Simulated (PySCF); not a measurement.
Numbering as in the mapped SMILES `[F:1][c:2]1[cH:3][cH:4][nH:5][cH:6]1` (H(Xn): hydrogen on atom n).

GIAO PBE0/pcSseg-1 shifts (PySCF 2.14.0 with density-fitted response routines, gas phase, non-relativistic, equivalent atoms averaged), each against references optimised in the same way as the molecule (CFCl3, TMS, NH3).

On the GFN2-xTB geometry: F1 -178.9, C2 162.5, C4 116.8, C6 104.6, C3 103.0, N5 156.6, H(N5) 7.22, H(C6) 6.51, H(C4) 6.43, H(C3) 6.23 ppm.

**Question.** What changes on the PBE0-D3(BJ)/def2-SVP geometry?

**Answer.** 
```json
{"atoms": "F1", "δ (ppm)": "-172.3", "change": "+6.6"}
{"atoms": "C2", "δ (ppm)": "160.3", "change": "-2.2"}
{"atoms": "C4", "δ (ppm)": "117.0", "change": "+0.2"}
{"atoms": "C6", "δ (ppm)": "103.9", "change": "-0.7"}
{"atoms": "C3", "δ (ppm)": "102.5", "change": "-0.5"}
{"atoms": "N5", "δ (ppm)": "157.7", "change": "+1.1"}
{"atoms": "H(N5)", "δ (ppm)": "6.84", "change": "-0.38"}
{"atoms": "H(C6)", "δ (ppm)": "6.46", "change": "-0.05"}
{"atoms": "H(C4)", "δ (ppm)": "6.38", "change": "-0.05"}
{"atoms": "H(C3)", "δ (ppm)": "6.14", "change": "-0.09"}
```

Unscaled 19F shifts against computed CFCl3 carry errors that often reach 10 to 50 ppm.

Bonds between heavy atoms that differ most (equivalent bonds averaged): F1–C2 1.344 → 1.328 Å, C3–C4 1.369 → 1.381 Å, N5–C6 1.361 → 1.371 Å, C2–C3 1.406 → 1.415 Å, C6–C2 1.369 → 1.377 Å. Mean change of bonds to hydrogen: C–H +0.016 Å, N–H +0.003 Å.
